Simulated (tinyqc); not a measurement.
Orbital energy against energy difference: ionisation energy by orbital energies and by energy differences in the 6-31g basis, for LiH, spin multiplicity 1. Computed by the program tinyqc with PySCF. 

Geometry (angstrom):
```
atom       x       y       z
Li    0.0000  0.0000  0.0000
H     0.0000  0.0000  1.4170
```

CCSD(T) difference in the same basis = 7.8071 eV

IP-EOM-CCSD = 7.8069 eV

The cation is unrestricted; errors are against CCSD(T) in this basis, not against experiment.

First vertical ionisation energy (eV):
```
method     -e(HOMO)  E(cation) - E  error of -e(HOMO)  error of the difference
HF           8.4375       7.316060             0.6304                  -0.4910
LDA          4.5324       8.523330            -3.2747                   0.7163
PBE          4.5265       8.363368            -3.2805                   0.5563
B3LYP        5.4975       8.608382            -2.3096                   0.8013
PBE0         5.6374       8.322475            -2.1697                   0.5154
CAM-B3LYP    7.0644       8.591572            -0.7426                   0.7845
LC-wPBE      8.3952       8.403469             0.5882                   0.5964
```

Koopmans errs by +0.63 eV and Delta-HF by -0.49 eV: relaxation, 1.12 eV, lowers the value and the missing correlation difference works against it. The PBE level is off by -3.3 eV through the wrong tail of its potential, though its energy difference is off by +0.56 eV; exact exchange deepens the level, and among the orbital energies LC-wPBE comes closest; among the differences HF does.
